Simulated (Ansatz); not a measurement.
Structure optimisation: iridium, fcc

Theory: DFT, LDA (PW92), plane waves (420 eV) with PAW, scalar-relativistic (Ansatz 0.2.0). (PAW data from PBE, frozen cores regenerated.)

k-point mesh 14×14×14, Fermi-Dirac smearing 0.1 eV, no spin polarisation. Cell and atoms relax.

Starting structure:

```cif
data_structure
_symmetry_space_group_name_H-M 'P 1'
_symmetry_Int_Tables_number 1
_cell_length_a 2.7149
_cell_length_b 2.7149
_cell_length_c 2.7149
_cell_angle_alpha 60.000
_cell_angle_beta 60.000
_cell_angle_gamma 60.000
_cell_volume 14.15
loop_
_atom_site_label
_atom_site_type_symbol
_atom_site_fract_x
_atom_site_fract_y
_atom_site_fract_z
_atom_site_occupancy
Ir1 Ir 0.00000 0.00000 0.00000 1
```

**Question.** The pressure at the start is -8.1 GPa. By how much does the volume change?

**Answer.** From 14.15 to 13.85 Å³ per atom, -2.1 %. The final cell has a = 3.812 Å.

**Question.** How much energy does the relaxation gain?

**Answer.** 7.7 meV per atom.
